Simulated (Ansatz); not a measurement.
**BHClF (singlet): density functionals in cc-pVTZ**

One table from this session's results is given with a row withheld; the runs are named, their logs left out.

Program: Ansatz 0.2.0, Gaussian basis. Level of theory: cc-pVTZ, all electrons in the functionals, frozen cores in the correlation of double hybrids and RPA. These are calculated values, not measurements.

Plan: PBE, r2SCAN, PBE0, B3LYP, wB97X-V, wB97M-V, B2PLYP, RPA-PBE.

1 further run of the same task is left out (for a known fault of the program). Runs told in other sessions of the task aren't counted.

## The system

The geometry is a PBE0/def2-TZVP stationary point (not a proven minimum).

4 atoms, charge 0, spin multiplicity 1.

Atoms are counted from 1 here; the program's logs count them from 0.

Bond lengths: Cl1–B2 1.742 Å, B2–F3 1.311 Å, B2–H4 1.190 Å. Angles: Cl1–B2–F3 119.0°, Cl1–B2–H4 120.7°, F3–B2–H4 120.4°.

No dispersion term is added; wB97X-V, wB97M-V hold VV10 nonlocal correlation. B3LYP takes the VWN-RPA correlation.

Set-up of the first run:

in.yaml

```yaml
crystal:
  periodic: [false, false, false]
  atoms:
    - {symbol: Cl, position_ang: [0.000000, -0.064271, 1.047363]}
    - {symbol: B, position_ang: [0.000000, 0.556722, -0.580490]}
    - {symbol: F, position_ang: [0.000000, -0.288608, -1.582626]}
    - {symbol: H, position_ang: [0.000000, 1.729234, -0.782892]}
basis:
  gaussian: {orbitals: cc-pVTZ}
hamiltonian: {xc: {name: PBE}}
output: {orbitals: {seedname: orbitals}}
```

Run with:

```bash
$ ansatz run in.yaml --threads 1 --pin off --events-out ev --progress --plain --max-ram 4096MiB --backend cpu
```

Among the steps run: PBE (restricted); r2SCAN (restricted); PBE0 (restricted); B3LYP (restricted); wB97X-V (restricted); wB97M-V (restricted); B2PLYP (restricted); RPA-PBE.

One table of the session follows, with a row left open; its other results are not shown here.

```
   method  atomisation energy (eV)
      PBE                   16.019
   r2SCAN                   15.851
     PBE0                   15.666
    B3LYP                   15.526
  wB97X-V                   15.673
  wB97M-V                        ?
   B2PLYP                   15.567
  RPA-PBE                   14.162
RCCSDT(Q)                   15.228
```

Q: Estimate the row for wB97M-V from the others.

**Answer.** atomisation energy (eV): 15.777. In the column «atomisation energy (eV)» it lies between wB97X-V (15.673) and r2SCAN (15.851).
